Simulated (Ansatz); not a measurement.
**Relaxing CdPb2**

Theory: DFT PBE, scalar-relativistic, plane waves, PAW (Ansatz 0.2.0). Cutoff 420 eV, Γ-centred k mesh, Gaussian smearing, no spin polarisation in the final step.

The start puts CdPb2 on the MoSi2 (C11b) structure type (I4/mmm, No. 139), with Cd in place of Mo, Pb in place of Si, at a guessed volume.

```yaml
crystal:
  lattice:
    - [-2.03358, 2.03358, 4.98862]
    - [2.03358, -2.03358, 4.98862]
    - [2.03358, 2.03358, -4.98862]
  atoms:
    - { symbol: Cd, position: [0.00000, 0.00000, 0.00000] }
    - { symbol: Pb, position: [0.66500, 0.66500, 0.00000] }
    - { symbol: Pb, position: [0.33500, 0.33500, 0.00000] }
```

Cell and atoms relax at zero pressure; the relaxation can't lower the symmetry of the start.

Formation energies are uncorrected and refer to the elements' standard structures at the same level.

(1) Which crystal results?

(2) What are its volume, energy, density and gap?

Results:

(1) It keeps I4/mmm (No. 139), but not the shape of the type it started on. Conventional cell: a = 3.591 Å, c = 13.587 Å. Cd has 8 Pb at 3.31 Å and 4 Cd at 3.59 Å; around Pb lie 4 Cd at 3.31 Å and 8 Pb at 3.59 Å.

```xyz
3
Lattice="-1.7954 1.7954 6.7935 1.7954 -1.7954 6.7935 1.7954 1.7954 -6.7935" Properties=species:S:1:pos:R:3 pbc="T T T"
Cd    0.0000    0.0000    0.0000
Pb    0.0000    0.0000    8.9194
Pb    0.0000    0.0000    4.6676
```

(2) The volume per atom is 29.20 Å³ and the density is 9.99 g/cm³. The energy over the elements is 0.03 eV/atom and the gap on the 18×18×18 mesh is 0 eV (a metal).

The final run used a 18×18×18 mesh on its 3-atom cell and 0.10 eV smearing. The k mesh leaves about 4 meV/atom of noise in metals. Spin–orbit coupling is left out. A structure relaxed within its symmetry needn't be a true minimum.

Cost: 3 runs of about 24 core-minutes in all, on Arm Neoverse V1 (shared hosts).